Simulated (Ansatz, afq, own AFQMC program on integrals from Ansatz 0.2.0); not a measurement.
# BSiC (doublet): AFQMC on the coupled-cluster ladder at angle B1–C2–Si3 = 125.4°, cc-pVDZ

How near does AFQMC come to the top of the ladder for BSiC (doublet)?

The runs use Ansatz 0.2.0, Gaussian basis, and an in-house AFQMC program (afq) on its integrals; all values are calculated; cc-pVDZ, frozen cores.

To be run: PBE (unrestricted); r2SCAN (unrestricted); PBE0 (unrestricted); B3LYP (unrestricted); wB97M-V (unrestricted); B2PLYP (unrestricted); CCSD(T) on UHF; CCSDT(Q) on UHF; Phaseless AFQMC, CISD trial on UHF; Free-projection AFQMC, CISD trial on UHF.

5 further runs of the same task are left out: 5 that didn't finish. Runs told in other sessions of the task aren't counted.

## Step 1: The geometry

The geometry derives from a PBE0/def2-TZVP stationary point (not a proven minimum). One angle is set to the value named; bond lengths are kept.

3 atoms, charge 0, spin multiplicity 2.

Atoms are counted from 1 here; the program's logs count them from 0.

Bond lengths: B1–C2 1.370 Å, C2–Si3 1.676 Å. Angles: B1–C2–Si3 125.4°.

## Step 2: PBE (unrestricted)

in.yaml

```yaml
crystal:
  periodic: [false, false, false]
  atoms:
    - {symbol: B, position_ang: [0.070718, 0.000000, -1.780724]}
    - {symbol: C, position_ang: [-0.557632, 0.000000, -0.563319]}
    - {symbol: Si, position_ang: [0.211248, 0.000000, 0.926359]}
basis:
  gaussian: {orbitals: cc-pVDZ}
magnetization: {spin_polarized: true, initial_magnetization: 1}
hamiltonian: {xc: {name: PBE}}
output: {orbitals: {seedname: orbitals}}
```

On the command line:

```console
> ansatz run in.yaml --threads 1 --pin off --events-out ev --progress --plain --max-ram 1382MiB
```

The log of the run:

```text
Functional definition: PBE
  name "PBE"
  cite "Perdew, Burke & Ernzerhof, Phys. Rev. Lett. 77, 3865 (1996) doi:10.1103/PhysRevLett.77.3865"
  parent pbe
  parameter kappa = 0.804
  parameter beta = 0.06672455060314922
  exchange = pbe_x(kappa = kappa, mu = beta*pi^2/3)
  correlation = pbe_c(beta = beta)
572 factors; their error is unknown
mean field evaluation 1: about -9565.2779 eV, gradient 5.0e1 eV
mean field evaluation 2: about -9481.1413 eV, gradient 9.3e1 eV
mean field evaluation 4: about -9568.7548 eV, gradient 3.2e1 eV
mean field evaluation 8: about -9579.1601 eV, gradient 3.1e-1 eV
mean field evaluation 16: about -9579.1396 eV, gradient 1.7e-4 eV
mean field -9579.13955492 eV, -352.0268856692 hartree, gradient 2.3e-5 eV, S^2 0.765411; 0 other end points of the search recorded, 0 dependent functions left out
reference -9579.13958397 eV, -352.0268867370 hartree; 13, 12 occupied and 33, 34 virtual orbitals, 572 factors
Total energy: -9579.13958397 eV, -352.0268867370 hartree
```

It took 0.87 s on 1 thread of Intel Xeon 6975P-C (Granite Rapids), shared host.

From the report: ⟨S²⟩ of the determinant 0.765 (pure doublet: 0.75).

## Step 3: r2SCAN (unrestricted)

Changes to in.yaml since step 2:

```diff
@@ -9,3 +9,2 @@
 magnetization: {spin_polarized: true, initial_magnetization: 1}
-hamiltonian: {xc: {name: PBE}}
-output: {orbitals: {seedname: orbitals}}
+hamiltonian: {xc: {name: r2SCAN}}
```

Same command.

The log of the run:

```text
Functional definition: r2SCAN
  name "r2SCAN"
  cite "Furness, Kaplan, Ning, Perdew & Sun, J. Phys. Chem. Lett. 11, 8208 (2020) doi:10.1021/acs.jpclett.0c02405"
  cite "Furness, Kaplan, Ning, Perdew & Sun, J. Phys. Chem. Lett. 11, 9248 (2020) doi:10.1021/acs.jpclett.0c03077"
  parent r2scan
  parameter k0 = 0.174
  parameter k1 = 0.065
  parameter a1 = 4.9479
  exchange = r2scan_x(k0 = k0, k1 = k1, a1 = a1)
  correlation = r2scan_c
572 factors; their error is unknown
mean field evaluation 1: about -9572.1426 eV, gradient 4.6e1 eV
mean field evaluation 2: about -9502.6589 eV, gradient 8.7e1 eV
mean field evaluation 4: about -9580.8683 eV, gradient 1.8e1 eV
mean field evaluation 8: about -9583.7937 eV, gradient 1.2e-1 eV
mean field evaluation 16: about -9583.7744 eV, gradient 2.2e-3 eV
mean field -9583.77442871 eV, -352.1972141395 hartree, gradient 1.4e-5 eV, S^2 0.775856; 0 other end points of the search recorded, 0 dependent functions left out
reference -9583.77443811 eV, -352.1972144851 hartree; 13, 12 occupied and 33, 34 virtual orbitals, 572 factors
Total energy: -9583.77443811 eV, -352.1972144851 hartree
```

Run time: 2.2 s. Hardware: 1 thread of Intel Xeon 6975P-C (Granite Rapids), shared host.

From the report: ⟨S²⟩ of the determinant 0.776 (pure doublet: 0.75).

## Step 4: PBE0 (unrestricted)

Changes to in.yaml since step 3:

```diff
@@ -9,2 +9,3 @@
 magnetization: {spin_polarized: true, initial_magnetization: 1}
-hamiltonian: {xc: {name: r2SCAN}}
+hamiltonian: {xc: {name: PBE0}}
+output: {orbitals: {seedname: orbitals}}
```

Launched as before.

The log of the run:

```text
Functional definition: PBE0
  name "PBE0"
  cite "Adamo & Barone, J. Chem. Phys. 110, 6158 (1999) doi:10.1063/1.478522"
  cite "Perdew, Burke & Ernzerhof, Phys. Rev. Lett. 77, 3865 (1996) doi:10.1103/PhysRevLett.77.3865"
  parent pbe
  parameter a = 0.25
  parameter kappa = 0.804
  parameter beta = 0.06672455060314922
  exchange = (1 - a)*pbe_x(kappa = kappa, mu = beta*pi^2/3) + a*exact_x
  correlation = pbe_c(beta = beta)
451 factors; integrals over basis functions are off by at most 8.9e-4 eV
mean field evaluation 1: about -9570.3104 eV, gradient 4.1e1 eV
mean field evaluation 2: about -9525.8975 eV, gradient 7.8e1 eV
mean field evaluation 4: about -9578.7362 eV, gradient 1.2e1 eV
mean field evaluation 8: about -9579.8909 eV, gradient 2.7e-1 eV
mean field evaluation 16: about -9579.8934 eV, gradient 1.0e-3 eV
mean field -9579.89336983 eV, -352.0545878565 hartree, gradient 3.5e-5 eV, S^2 0.770225; 0 other end points of the search recorded, 0 dependent functions left out
reference -9579.89339173 eV, -352.0545886609 hartree; 13, 12 occupied and 33, 34 virtual orbitals, 451 factors
Total energy: -9579.89339173 eV, -352.0545886609 hartree
```

Wall time 1.1 s (1 thread of Intel Xeon 6975P-C (Granite Rapids), shared host).

From the report: ⟨S²⟩ of the determinant 0.770 (pure doublet: 0.75).

## Step 5: B3LYP (unrestricted)

Changes to in.yaml since step 4:

```diff
@@ -9,3 +9,2 @@
 magnetization: {spin_polarized: true, initial_magnetization: 1}
-hamiltonian: {xc: {name: PBE0}}
-output: {orbitals: {seedname: orbitals}}
+hamiltonian: {xc: {name: B3LYP}}
```

Same command.

The log of the run, shortened:

```text
Functional definition: B3LYP
  name "B3LYP"
  cite "Stephens, Devlin, Chabalowski & Frisch, J. Phys. Chem. 98, 11623 (1994) doi:10.1021/j100096a001"
  cite "Becke, Phys. Rev. A 38, 3098 (1988) doi:10.1103/PhysRevA.38.3098"
  cite "Lee, Yang & Parr, Phys. Rev. B 37, 785 (1988) doi:10.1103/PhysRevB.37.785"
  cite "Vosko, Wilk & Nusair, Can. J. Phys. 58, 1200 (1980) doi:10.1139/p80-159"
[...]
451 factors; integrals over basis functions are off by at most 8.9e-4 eV
[...]
mean field -9586.11950674 eV, -352.2833941675 hartree, gradient 1.2e-5 eV, S^2 0.761817; 0 other end points of the search recorded, 0 dependent functions left out
reference -9586.11970364 eV, -352.2834014033 hartree; 13, 12 occupied and 33, 34 virtual orbitals, 451 factors
Total energy: -9586.11970364 eV, -352.2834014033 hartree
```

Wall time 0.93 s (1 thread of Intel Xeon 6975P-C (Granite Rapids), shared host).

From the report: ⟨S²⟩ of the determinant 0.762 (pure doublet: 0.75).

## Step 6: wB97M-V (unrestricted)

Changes to in.yaml since step 5:

```diff
@@ -9,2 +9,3 @@
 magnetization: {spin_polarized: true, initial_magnetization: 1}
-hamiltonian: {xc: {name: B3LYP}}
+hamiltonian: {xc: {name: wB97M-V}}
+output: {orbitals: {seedname: orbitals}}
```

Launched as before.

The log of the run, shortened:

```text
Functional definition: wB97M-V
  name "wB97M-V"
  cite "Mardirossian & Head-Gordon, J. Chem. Phys. 144, 214110 (2016) doi:10.1063/1.4952647"
  cite "Becke, J. Chem. Phys. 107, 8554 (1997) doi:10.1063/1.475007"
  cite "Vydrov & Van Voorhis, J. Chem. Phys. 133, 244103 (2010) doi:10.1063/1.3521275"
  # Of w^i u^j: cxij and so on, Table III.
[...]
  gx(w, u) = 1 - cx + cx01*u + cx10*w
  gss(w, u) = css00 + css04*u^4 + css10*w + css20*w^2 + css43*w^4*u^3
  gos(w, u) = cos00 + cos10*w + (cos20 + cos21*u)*w^2 + (cos60 + cos61*u)*w^6
[...]
      + integral(e_c_pw_mod_opposite_spin*gos(b97_w_opposite, b97_u_opposite)) + vv10(b, c)
451 factors; integrals over basis functions are off by at most 8.9e-4 eV
148 factors; integrals over basis functions are off by at most 4.7e-6 eV
[...]
mean field -9584.49346916 eV, -352.2236383888 hartree, gradient 3.4e-5 eV, S^2 0.766510; 0 other end points of the search recorded, 0 dependent functions left out
reference -9584.49350090 eV, -352.2236395549 hartree; 13, 12 occupied and 33, 34 virtual orbitals, 451 factors
Total energy: -9584.49350090 eV, -352.2236395549 hartree
```

Wall time 3.2 s (1 thread of Intel Xeon 6975P-C (Granite Rapids), shared host).

From the report: ⟨S²⟩ of the determinant 0.767 (pure doublet: 0.75).

## Step 7: B2PLYP (unrestricted)

Changes to in.yaml since step 6:

```diff
@@ -9,3 +9,3 @@
 magnetization: {spin_polarized: true, initial_magnetization: 1}
-hamiltonian: {xc: {name: wB97M-V}}
-output: {orbitals: {seedname: orbitals}}
+hamiltonian: {xc: {name: B2PLYP}}
+correlation: {electrons: outside_noble_gas}
```

The command is unchanged.

The log of the run, shortened:

```text
Functional definition: B2PLYP
  name "B2PLYP"
  cite "Grimme, J. Chem. Phys. 124, 034108 (2006) doi:10.1063/1.2148954"
  cite "Becke, Phys. Rev. A 38, 3098 (1988) doi:10.1103/PhysRevA.38.3098"
  cite "Lee, Yang & Parr, Phys. Rev. B 37, 785 (1988) doi:10.1103/PhysRevB.37.785"
[...]
451 factors; integrals over basis functions are off by at most 8.9e-4 eV
[...]
mean field -9577.93221183 eV, -351.9825166292 hartree, gradient 7.1e-6 eV, S^2 0.772453; 2 other end points of the search recorded, 0 dependent functions left out
7 core orbitals not correlated: weight in the atoms' cores, before any rotation towards them, 1.000 or more for the frozen orbitals, at most 0.000 for the correlated occupied ones
reference -9577.93233648 eV, -351.9825212099 hartree; 6, 5 occupied and 33, 34 virtual orbitals, 451 factors
second order -9.08216298 eV of doubles, -0.00000000 eV of singles
Total energy: -9580.38452048 eV, -352.0726373099 hartree
```

Wall time 1.7 s (1 thread of Intel Xeon 6975P-C (Granite Rapids), shared host).

From the report: ⟨S²⟩ of the determinant 0.772 (pure doublet: 0.75).

## Step 8: CCSD(T) on UHF

Changes to in.yaml since step 7:

```diff
@@ -9,3 +9,2 @@
 magnetization: {spin_polarized: true, initial_magnetization: 1}
-hamiltonian: {xc: {name: B2PLYP}}
-correlation: {electrons: outside_noble_gas}
+correlation: {method: ccsd_t, electrons: outside_noble_gas, hamiltonian_folder: ham}
```

Launched as before.

The log of the run, shortened:

```text
Functional definition: HF
  name "HF"
  cite "Fock, Z. Phys. 61, 126 (1930) doi:10.1007/BF01340294"
  parent pbe
[...]
451 factors; integrals over basis functions are off by at most 8.9e-4 eV
[...]
mean field -9559.91870936 eV, -351.3205326232 hartree, gradient 2.5e-6 eV, S^2 0.847583; 11 other end points of the search recorded, 0 dependent functions left out
determinant -9559.91870936 eV, -351.3205326232 hartree, with singles and doubles -9567.32187413 eV, -351.5925939106 hartree
determinant -9557.94170848 eV, -351.2478791811 hartree, with singles and doubles -9565.12552128 eV, -351.5118794323 hartree
determinant -9557.93235006 eV, -351.2475352655 hartree, with singles and doubles -9565.14018665 eV, -351.5124183745 hartree
determinant -9557.70613736 eV, -351.2392221022 hartree, with singles and doubles -9563.99191551 eV, -351.4702201885 hartree
determinant -9557.41075989 eV, -351.2283671802 hartree, with singles and doubles -9564.00896634 eV, -351.4708467949 hartree
determinant -9557.21291861 eV, -351.2210966472 hartree, with singles and doubles -9563.88136370 eV, -351.4661574845 hartree
determinant -9557.09786843 eV, -351.2168686314 hartree, with singles and doubles -9563.43377819 eV, -351.4497090204 hartree
determinant -9556.71155720 eV, -351.2026719552 hartree, with singles and doubles -9563.40713805 eV, -351.4487300132 hartree
7 core orbitals not correlated: weight in the atoms' cores, before any rotation towards them, 1.000 or more for the frozen orbitals, at most 0.000 for the correlated occupied ones
reference -9559.91870936 eV, -351.3205326232 hartree; 6, 5 occupied and 33, 34 virtual orbitals, 451 factors
second order -6.81503566 eV of doubles, -0.00000000 eV of singles
cycle   1  -7.40305786 eV  change    1.1e-4 eV  update   2.6e-3
[...]
cycle   9  -7.40567475 eV  change    4.2e-6 eV  update   9.0e-6
perturbative correction -0.48458714 eV, -0.0178082490 hartree
Total energy: -9567.80897125 eV, -351.6104943994 hartree
```

Run time: 4.4 s. Hardware: 1 thread of Intel Xeon 6975P-C (Granite Rapids), shared host.

From the report: ⟨S²⟩ of the determinant 0.848 (pure doublet: 0.75); correlation -7.8903 eV; T1 0.033; largest double amplitude 0.07.

This run also writes the integrals to the folder ham.

## Step 9: CCSDT(Q) on UHF

Changes to in.yaml since step 8:

```diff
@@ -9,2 +9,2 @@
 magnetization: {spin_polarized: true, initial_magnetization: 1}
-correlation: {method: ccsd_t, electrons: outside_noble_gas, hamiltonian_folder: ham}
+correlation: {method: ccsdt_q, electrons: outside_noble_gas}
```

The command is unchanged.

The log of the run, shortened:

```text
Functional definition: HF
  name "HF"
  cite "Fock, Z. Phys. 61, 126 (1930) doi:10.1007/BF01340294"
  parent pbe
[...]
863 factors; integrals over basis functions are off by at most 1.5e-7 eV
[...]
mean field -9559.91876019 eV, -351.3205344913 hartree, gradient 2.5e-6 eV, S^2 0.847584; 15 other end points of the search recorded, 0 dependent functions left out
determinant -9559.91876019 eV, -351.3205344913 hartree, with singles and doubles -9567.32192989 eV, -351.5925959599 hartree
determinant -9557.94175418 eV, -351.2478808606 hartree, with singles and doubles -9565.12547563 eV, -351.5118777544 hartree
determinant -9557.93239406 eV, -351.2475368823 hartree, with singles and doubles -9565.14025643 eV, -351.5124209389 hartree
determinant -9557.70619130 eV, -351.2392240843 hartree, with singles and doubles -9563.99196932 eV, -351.4702221660 hartree
determinant -9557.41081307 eV, -351.2283691346 hartree, with singles and doubles -9564.00902821 eV, -351.4708490687 hartree
determinant -9557.21297347 eV, -351.2210986633 hartree, with singles and doubles -9563.88141921 eV, -351.4661595244 hartree
determinant -9557.09791826 eV, -351.2168704626 hartree, with singles and doubles -9563.43384192 eV, -351.4497113621 hartree
determinant -9556.71160744 eV, -351.2026738018 hartree, with singles and doubles -9563.40719196 eV, -351.4487319942 hartree
7 core orbitals not correlated: weight in the atoms' cores, before any rotation towards them, 1.000 or more for the frozen orbitals, at most 0.000 for the correlated occupied ones
reference -9559.91876019 eV, -351.3205344913 hartree; 6, 5 occupied and 33, 34 virtual orbitals, 863 factors
second order -6.81505188 eV of doubles, -0.00000000 eV of singles
cycle   1  -6.97480338 eV  change   -1.6e-1 eV  update   1.2e-1
[...]
cycle  24  -7.93262083 eV  change   -9.5e-8 eV  update   7.5e-7
perturbative correction -0.05233985 eV, -0.0019234541 hartree
Total energy: -9567.90372088 eV, -351.6139763841 hartree
```

It took 27 s on 1 thread of Intel Xeon 6975P-C (Granite Rapids), shared host; peak memory 0.41 GiB.

From the report: ⟨S²⟩ of the determinant 0.848 (pure doublet: 0.75); correlation -7.9850 eV; T1 0.039; largest double amplitude 0.09.

## Step 10: Phaseless AFQMC, CISD trial on UHF

It reads the integrals that the CCSD(T) run on this determinant wrote.

On the command line:

```console
> afq ham --method phaseless --trial cisd --walkers 60 --populations 1 --least-time 40 --time-step 0.005 --steps-per-block 50 --equilibration-blocks 28 --max-blocks 300 --target-error 0.0004 --factor-cut 1e-05 --start spin_pure --seed 8062 --release-times 0.24,0.51,0.99,1.62,2.4 --release-step 0.03 --release-every 4 --taylor-order 6
```

The log of the run:

```text
orbitals 39  electrons 6 5  factors 306 of 451
reference energy -351.32053262 Eh
CCSD correlation -0.27215339 Eh in 15 cycles, weight of the determinant in the CISD state 0.8272
energy of the start -351.587868 Eh
 block  time / (1/Eh)  mean weight  energy / Eh
     1     0.250  1.0000  -351.585636
     2     0.500  1.0002  -351.589844
     3     0.750  1.0002  -351.592314
     4     1.000  1.0021  -351.595874
     5     1.250  1.0005  -351.598247
     6     1.500  1.0000  -351.602421
     7     1.750  1.0000  -351.600148
     8     2.000  1.0006  -351.606155
     9     2.250  0.9988  -351.609209
    10     2.500  1.0000  -351.596618
    17     4.250  1.0017  -351.606073
    25     6.250  1.0005  -351.617515
    33     8.250  1.0006  -351.623855
    41    10.250  0.9980  -351.644271
    49    12.250  1.0015  -351.600920
    57    14.250  0.9998  -351.620546
    65    16.250  0.9981  -351.627067
    73    18.250  0.9981  -351.609593
    81    20.250  0.9997  -351.616709
    89    22.250  1.0003  -351.605677
    97    24.250  1.0003  -351.606917
   105    26.250  1.0021  -351.604674
   113    28.250  1.0014  -351.627884
   121    30.250  1.0019  -351.632574
   129    32.250  1.0007  -351.602250
   137    34.250  1.0014  -351.615981
   145    36.250  1.0013  -351.601484
   153    38.250  1.0021  -351.602071
   161    40.250  1.0008  -351.617237
   169    42.250  0.9979  -351.598183
   177    44.250  0.9996  -351.607877
   185    46.250  0.9991  -351.603307
   193    48.250  0.9971  -351.620471
   201    50.250  1.0021  -351.601966
   209    52.250  1.0011  -351.605768
   217    54.250  0.9985  -351.609676
   225    56.250  0.9991  -351.614253
   233    58.250  0.9973  -351.602027
   241    60.250  0.9989  -351.606072
   249    62.250  1.0011  -351.631586
   257    64.250  1.0014  -351.609380
   265    66.250  0.9991  -351.626759
   273    68.250  1.0004  -351.621445
   281    70.250  1.0013  -351.619176
   289    72.250  1.0017  -351.606226
   297    74.250  1.0000  -351.622494
   305    76.250  1.0010  -351.620343
   313    78.250  1.0005  -351.619336
   321    80.250  1.0018  -351.599136
blocks merged  error / Eh  count
     1  0.000648  300
     2  0.000839  150
     4  0.001062  75
     8  0.001211  37
    16  0.001498  18
    32  0.001551  9
released: time / (1/Eh)  energy / Eh  error  mean overlap
  0.24  -351.613367  0.001231  0.9922
  0.51  -351.613131  0.001063  0.9972
  0.99  -351.614802  0.001074  0.9896
  1.62  -351.613204  0.001509  0.9879
  2.40  -351.613983  0.001372  0.9843
energy -351.614092 +/- 0.001498 Eh
```

It took 7.5 min on 1 thread of Intel Xeon 6975P-C (Granite Rapids), shared host.

Energy -9567.9069 ± 0.0408 eV. The run doesn't count as converged. Caveats: constraint bias not in the error; error above the target.

## Step 11: Free-projection AFQMC, CISD trial on UHF

It reads the integrals that the CCSD(T) run on this determinant wrote.

On the command line:

```console
> afq ham --method free --trial cisd --walkers 60 --time-step 0.03 --max-blocks 80 --target-error 0.0004 --factor-cut 1e-05 --seed 381 --times 0,0.21,0.42,0.81,1.2,1.8,2.4,3 --taylor-order 8
```

The log of the run:

```text
orbitals 39  electrons 6 5  factors 306 of 451
reference energy -351.32053262 Eh
CCSD correlation -0.27215339 Eh in 15 cycles, weight of the determinant in the CISD state 0.8272
repeat  energy at the last time / Eh  error
    10  -351.616935  0.001945
    20  -351.614803  0.002059
    30  -351.614582  0.001626
    40  -351.613517  0.001457
    50  -351.613949  0.001339
    60  -351.614085  0.001154
    70  -351.613600  0.001064
    80  -351.613460  0.000971
time / (1/Eh)  energy / Eh  error  mean overlap
  0.00  -351.593228  0.000323  1.2125
  0.21  -351.600157  0.000377  1.2129
  0.42  -351.604926  0.000494  1.2075
  0.81  -351.607831  0.000504  1.2220
  1.20  -351.609970  0.000544  1.2190
  1.80  -351.611879  0.000719  1.2238
  2.40  -351.612980  0.000755  1.2146
  3.00  -351.613460  0.000971  1.2174
energy -351.613460 +/- 0.000971 Eh
```

Wall time 4.9 min (1 thread of Intel Xeon 6975P-C (Granite Rapids), shared host).

Energy -9567.8897 ± 0.0264 eV. Caveats: remainder of the start not in the error; error above the target.

## Step 12: AFQMC on the ladder

On the UHF determinant, counted from CCSDT(Q) (a yardstick, not exact):

| level | energy (eV) | from CCSDT(Q) (meV) | statistical error (meV) | time |
| --- | --- | --- | --- | --- |
| HF | -9559.9187 | +7985.0 |  |  |
| MP2 | -9566.7337 | +1170.0 |  |  |
| CCSD | -9567.3244 | +579.3 |  |  |
| CCSD(T) | -9567.8090 | +94.7 |  |  |
| CCSDT(Q) | -9567.9037 | 0.0 |  |  |
| Free-projection AFQMC, CISD trial, step 0.03, 60 walkers | -9567.8897 | +14.0 | 26.4 | 4.9 min |

The functionals' totals stand on their own zeros and serve differences with other points: PBE -9579.140 eV; r2SCAN -9583.774 eV; PBE0 -9579.893 eV; B3LYP -9586.120 eV; wB97M-V -9584.494 eV; B2PLYP -9580.385 eV.

## Step 13: Results

```
                                              quantity             value
                          CCSD(T) on UHF from CCSDT(Q)         +94.7 meV
Free-projection AFQMC, CISD trial on UHF from CCSDT(Q)  +14.0 ± 26.4 meV
```

Free projection has no constraint; at the last time it gives +14.0 ± 26.4 meV, and from a start that isn't spin pure other spins can mix in. Error bars are statistical and leave out the constraint, the time step and what remains of the start.
